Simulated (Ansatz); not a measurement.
hydrogen peroxide (SMILES OO) moved off its minimum; all values from Ansatz (a quantum-chemistry and plane-wave program), cores frozen in correlated methods.
(charge 0, multiplicity 1)
```xyz
4

O     -0.7665    -0.1265     0.1865
O      0.6645    -0.0577    -0.2300
H     -1.2472     0.4546    -0.4652
H      1.0619     0.4259     0.4277
```

Forces at r2SCAN/def2-TZVPP (eV/Å):

| atom | Fx | Fy | Fz |
|---|---|---|---|
| O1 | 0.440 | 0.663 | -0.407 |
| O2 | -2.608 | -2.007 | -3.072 |
| H3 | 1.142 | -0.635 | 0.595 |
| H4 | 1.025 | 1.979 | 2.883 |

Give the forces (eV/Å), the total energy and the dipole at CCSD(T)/aug-cc-pVTZ.


```tsv
atom	Fx	Fy	Fz
O1	0.216	0.643	-0.364
O2	-2.414	-2.025	-3.142
H3	1.138	-0.629	0.604
H4	1.059	2.010	2.902
```
Energy -151.3675 hartree, dipole 1.78 D.
